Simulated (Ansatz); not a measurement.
in.yaml

```yaml
crystal:
  periodic: [false, false, false]
  atoms:
    - {symbol: Si, position_ang: [-1.655128, 0.000000, 0.000000]}
    - {symbol: H, position_ang: [-2.150000, 1.399708, 0.000000]}
    - {symbol: H, position_ang: [-2.149999, -0.699854, 1.212183]}
    - {symbol: H, position_ang: [-2.150000, -0.699854, -1.212182]}
    - {symbol: H, position_ang: [0.018872, 0.000000, 0.000000]}
    - {symbol: S, position_ang: [1.651872, 0.000000, 0.000000]}
basis:
  gaussian: {orbitals: cc-pVDZ}
magnetization: {spin_polarized: false, initial_magnetization: 2}
correlation: {active_space: {ras: {orbitals: [6, 2, 38], electrons: 14, max_holes: 2, max_particles: 2}, fixed_orbitals: true}}
output: {forces: true}
```

```sh
$ ansatz run in.yaml --threads 1 --pin off --events-out ev --progress --plain --max-ram 2393MiB
```

The program prints:

```
549 factors; integrals over basis functions are off by at most 1.8e-3 eV
mean field evaluation 1: about -18739.3384 eV, gradient 1.1e1 eV
mean field evaluation 2: about -18739.3402 eV, gradient 1.1e1 eV
mean field evaluation 4: about -18740.2513 eV, gradient 1.4e0 eV
mean field evaluation 8: about -18740.2870 eV, gradient 1.0e-2 eV
mean field evaluation 16: about -18740.2870 eV, gradient 4.4e-7 eV
mean field evaluation 32: about -18740.2870 eV, gradient 4.2e-4 eV
mean field evaluation 64: about -18740.2870 eV, gradient 4.1e-5 eV
mean field -18740.28699606 eV, -688.6928444826 hartree, gradient 4.0e-6 eV, S^2 2.000000; 6 other end points of the search recorded, 0 dependent functions left out
reference -18740.28699606 eV, -688.6928444826 hartree; 18, 16 occupied and 38, 40 virtual orbitals, 549 factors
state -18747.00654476 eV, -688.9397833425 hartree
the calculation of the forces begins
Total energy: -18747.00654476 eV, -688.9397833425 hartree
Atom 0 at    -1.655128     0.000000     0.000000 Å, force     0.146711     0.028272    -0.000000 eV/Å
Atom 1 at    -2.150000     1.399708     0.000000 Å, force     0.083605     0.049797    -0.000000 eV/Å
Atom 2 at    -2.149999    -0.699854     1.212183 Å, force     0.095286    -0.034804     0.051095 eV/Å
Atom 3 at    -2.150000    -0.699854    -1.212182 Å, force     0.095286    -0.034804    -0.051095 eV/Å
Atom 4 at     0.018872     0.000000     0.000000 Å, force    -1.354044    -0.001120     0.000000 eV/Å
Atom 5 at     1.651872     0.000000     0.000000 Å, force     0.933158    -0.007342    -0.000000 eV/Å
Dipole moment:    -0.269339    -0.000381     0.000000 e Å
```

Forces (eV/Å):
```
Si   0.147  0.028  0.000
H    0.084  0.050  0.000
H    0.095 -0.035  0.051
H    0.095 -0.035 -0.051
H   -1.354 -0.001  0.000
S    0.933 -0.007  0.000
```

Ran on 1 thread of Arm Neoverse V2, shared host: 11 s wall, 0.23 GiB peak host memory.
